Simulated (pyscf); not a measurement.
Optimised with ωB97X-D3(BJ)/def2-SVP in PySCF. MP2 and CC: frozen core, UHF for open shells. ΔMP2 is the change of the MP2 total energy from the triple- to the quadruple-zeta basis.

### Question
What are the homolytic bond dissociation enthalpies (298 K) of :C=C(CH₃)–F (SMILES [C]=C(C)F) [singlet] at CCSD(T)/def2-TZVPP + ΔMP2(QZVPP), weakest first?

### Answer
C–C to •C≡C–F + CH₃•: 346.8 kJ/mol; C–F to •C≡C–CH₃ + F•: 360.1 kJ/mol. Ring and multiple bonds, and those that leave no two simple radicals, are not listed. The radicals are drawn with the spin at the cut bond; how far it spreads was not checked. :C=C(CH₃)–F [singlet] lies 221.0 kJ/mol over its isomer H₂C=C=CH–F, and others may lie lower still (electronic energy, ωB97M-D3(BJ)). •C≡C–CH₃ lies 181.4 kJ/mol over its isomer HC≡C–CH₂•, and others may lie lower still (electronic energy, ωB97M-D3(BJ)). The CCSD(T) − MP2 part came from Ansatz, without density fitting, on the same reference. An open-shell T1 diagnostic exceeds 0.045. A UHF reference is spin-contaminated (<S²> up to 1.11), which harms MP2 most. Left out: the spin-orbit lowering of F.
